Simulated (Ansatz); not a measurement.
`CC(O)(F)C=O` → `O/C=C(/O)CF`  (isomerisation)

Program: Ansatz. Geometries: PBE0-D4/def2-TZVP. ΔE: electronic, gas phase. CBS: MP2 limit from def2 TZ/QZ plus the TZ coupled-cluster correction, frozen cores. Functionals use def2-TZVPP. One conformer a species, not always the lowest.

`CC(O)(F)C=O`:

```xyz
11

C     0.848    0.669   -0.759
C    -0.376    0.149   -0.059
O    -0.838    1.036    0.858
F    -1.356   -0.100   -1.034
C    -0.191   -1.232    0.575
O    -0.523   -1.448    1.705
H     1.172   -0.028   -1.533
H     0.606    1.627   -1.220
H     1.655    0.818   -0.040
H    -1.222    0.526    1.588
H     0.224   -2.018   -0.082
```

`O/C=C(/O)CF`:

Cartesian coordinates in Å:
```
O 0.853 1.362 1.356
C 0.879 0.093 0.876
C 0.114 -0.448 -0.070
O 0.226 -1.752 -0.485
C -0.979 0.201 -0.850
F -1.161 1.525 -0.476
H 0.160 1.851 0.898
H 1.643 -0.507 1.362
H 0.937 -2.181 -0.002
H -0.747 0.183 -1.920
H -1.925 -0.326 -0.690
```

| species | PBE energy (Eh) |
| --- | --- |
| `CC(O)(F)C=O` | -367.36653 |
| `O/C=C(/O)CF` | -367.33488 |

Q: Work out ΔE.

A: ΔE = (-367.33488) − (-367.36653) = 0.03165 Eh = +83.1 kJ/mol. CCSD(T)/CBS gives +88.7 kJ/mol.

Largest T1 diagnostic among the species: 0.014.
